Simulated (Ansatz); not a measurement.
Base system: Cu in the fcc (Cu type) structure (space group Fm-3m, No. 225).

```cif
data_Cu4
_chemical_formula_sum 'Cu4'
_space_group_name_H-M_alt 'Fm-3m'
_space_group_IT_number 225
_space_group_name_Hall '-F 4 2 3'
_cell_length_a 3.57675
_cell_length_b 3.57675
_cell_length_c 3.57675
_cell_angle_alpha 90.000
_cell_angle_beta 90.000
_cell_angle_gamma 90.000
loop_
_atom_site_label
_atom_site_type_symbol
_atom_site_symmetry_multiplicity
_atom_site_Wyckoff_symbol
_atom_site_fract_x
_atom_site_fract_y
_atom_site_fract_z
_atom_site_occupancy
Cu1 Cu 4 a 0.00000 0.00000 0.00000 1
```
(The calculation used a cell of 1 atom; values per cell refer to that cell.)

Computed with r2SCAN, PAW, 500 eV (Ansatz, a quantum-chemistry and plane-wave program; no SOC).

Perturbation: full substitution Cu → Ag, then cell and atoms are relaxed.

Measured lattice parameter a: Cu 3.595 Å (static lattice; corrected from measurement; as listed in Gábor I. Csonka et al., Physical Review B (2009)); Ag 4.062 Å (static lattice; corrected from measurement; as listed in Daniel Mejia-Rodriguez, S. B. Trickey, Phys. Rev. B (2018)).

How well does r2SCAN reproduce the measured shift?

With r2SCAN the lattice parameter a moves by +0.528 Å (3.577 → 4.105) against +0.467 Å measured.

Stability against distortions was not tested. The final runs are not spin-polarised.
